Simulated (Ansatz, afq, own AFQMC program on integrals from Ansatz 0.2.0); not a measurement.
# AFQMC, coupled cluster and functionals along a coordinate of H₂ + CH3, doublet

```tsv
atom	x (Å)	y (Å)	z (Å)
H	-2.1409	0.0000	0.0000
H	-1.3959	0.0000	0.0000
C	0.2371	0.0000	0.0000
H	0.2371	-1.0800	0.0000
H	0.2371	0.5400	0.9353
H	0.2371	0.5400	-0.9353
```

A hydrogen atom is moved from one rigid fragment to the other; the H1–H2 distance tells how far. The two fragments are held close together, so this isn't a minimum-energy path and the start is a compressed complex. Energies in eV count from this geometry (0.745 Å) at the same level; the start stands on UHF, each point on the determinant named.

Basis cc-pVTZ. Only valence electrons are correlated. AFQMC by an in-house program on the Cholesky factors that Ansatz 0.2.0 writes for its CCSD(T) run. ph-AFQMC/CISD is guided by a CISD state made of CCSD amplitudes; releasing the constraint for a short imaginary time cuts its bias at the price of noise, slowly where states lie close. Uncertainties: one standard error, sampling alone.

Cautions, each for one point or more: unrestricted determinant slightly spin contaminated.

```json
{"r(H1–H2) / Å": "0.900", "det.": "UHF", "T1": "0.016", "weight": "0.91", "⟨S²⟩": "0.79", "B3LYP": "0.165", "B2PLYP": "0.204", "CCSD(T)": "0.227"}
{"r(H1–H2) / Å": "0.978", "det.": "UHF", "T1": "0.018", "weight": "0.91", "⟨S²⟩": "0.80", "B3LYP": "0.285", "B2PLYP": "0.333", "CCSD(T)": "0.366"}
{"r(H1–H2) / Å": "1.055", "det.": "UHF", "T1": "0.018", "weight": "0.91", "⟨S²⟩": "0.81", "B3LYP": "0.368", "B2PLYP": "0.411", "CCSD(T)": "0.450"}
{"r(H1–H2) / Å": "1.133", "det.": "UHF", "T1": "0.016", "weight": "0.91", "⟨S²⟩": "0.79", "B3LYP": "0.416", "B2PLYP": "0.441", "CCSD(T)": "0.480"}
{"r(H1–H2) / Å": "1.288", "det.": "UHF", "T1": "0.011", "weight": "0.92", "⟨S²⟩": "0.76", "B3LYP": "0.571", "B2PLYP": "0.548", "CCSD(T)": "0.572"}
```

Question: Estimate the curve of CCSDT(Q), counted from the same start.

Answer: 
| r(H1–H2) / Å | det. | T1 | weight | ⟨S²⟩ | CCSDT(Q) | ph-AFQMC/CISD |
| --- | --- | --- | --- | --- | --- | --- |
| 0.900 | UHF | 0.016 | 0.91 | 0.79 | 0.224 | 0.222 ± 0.006 |
| 0.978 | UHF | 0.018 | 0.91 | 0.80 | 0.362 | 0.368 ± 0.007 |
| 1.055 | UHF | 0.018 | 0.91 | 0.81 | 0.446 | 0.443 ± 0.006 |
| 1.133 | UHF | 0.016 | 0.91 | 0.79 | 0.478 | 0.481 ± 0.006 |
| 1.288 | UHF | 0.011 | 0.92 | 0.76 | 0.573 | 0.571 ± 0.006 |

Weight is that of the determinant in the CISD state; at the start T1 is 0.012 and the weight 0.92, and ⟨S²⟩ is 0.77. Largest departures from CCSDT(Q), at the points where its series has closed: CCSD(T) 0.004 eV at 0.978 (on UHF), ph-AFQMC/CISD 0.007 eV at 0.978 (on UHF) (within the noise), B3LYP -0.079 eV at 1.055, B2PLYP -0.037 eV at 1.133. Functionals count only at points shown to share the start's state and spin.

CCSDT and higher add their correlation energy to the determinant of the CCSD(T) run, since their own runs factorise the integrals more tightly (a shift of under 2 meV). A walk keeps the symmetry of its determinant, which the program's search chose and which needn't be the lowest solution, so a lower state of the same spin and another symmetry isn't excluded.
